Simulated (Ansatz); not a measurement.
Energy needed to pull apart CH$_{6}$Si (SMILES C[SiH3]), closed shell, into free ground-state atoms, from the structure below (displaced at random from a GFN2-xTB minimum); no zero-point or spin–orbit terms; open-shell atoms are treated unrestricted, in their ground-state multiplicity.

```xyz
8
angstrom
C -0.1598 0.2459 -0.9424
Si 0.1626 -0.2257 0.8531
H -1.2034 0.1077 -1.1898
H 0.4385 -0.3676 -1.6173
H 0.0934 1.2814 -1.1648
H -0.5951 0.6258 1.7252
H 1.5951 -0.0501 1.1474
H -0.1968 -1.6211 1.0325
```

Ansatz 0.2.0; basis: def2-TZVPP; cores frozen in the correlated methods.

| method | atomization energy (eV) |
| --- | --- |
| PBE-D4 | 27.03 |
| BLYP-D4 | 26.94 |
| r2SCAN-D4 | ? |
| PBE0-D4 | ? |
| BHLYP-D4 | 26.98 |
| wB97M-V | 27.27 |
| HF | 21.17 |
| MP2 | 26.51 |
| CCSD | 26.51 |
| CCSD(T) | 26.70 |

(1) What does r2SCAN-D4 give? (An estimate is asked for; the value comes from the calculation.)

(2) What does PBE0-D4 give? (Judge from chemistry; the value comes from the calculation.)

No T1 diagnostic of these runs exceeds 0.010.

Results:

(1) By the calculation: 27.17 eV, which is about 0.48 eV more than CCSD(T)/def2-TZVPP.

(2) Computed: 26.98 eV, which is about 0.29 eV more than CCSD(T)/def2-TZVPP.

In triple zeta the MP2 and coupled-cluster atomization energies are still short of their basis limit by a few kcal/mol a bond, whereas those of the functionals are nearly converged, so these differences are not deviations from converged CCSD(T).

For scale, one of the runs: CCSD(T)/def2-TZVPP forces, 157 basis functions (an equivalent command: `ansatz run in.yaml --threads 4`). Hardware: 4 CPU threads, shared host. Wall time 24 s; peak host memory 2 GiB.
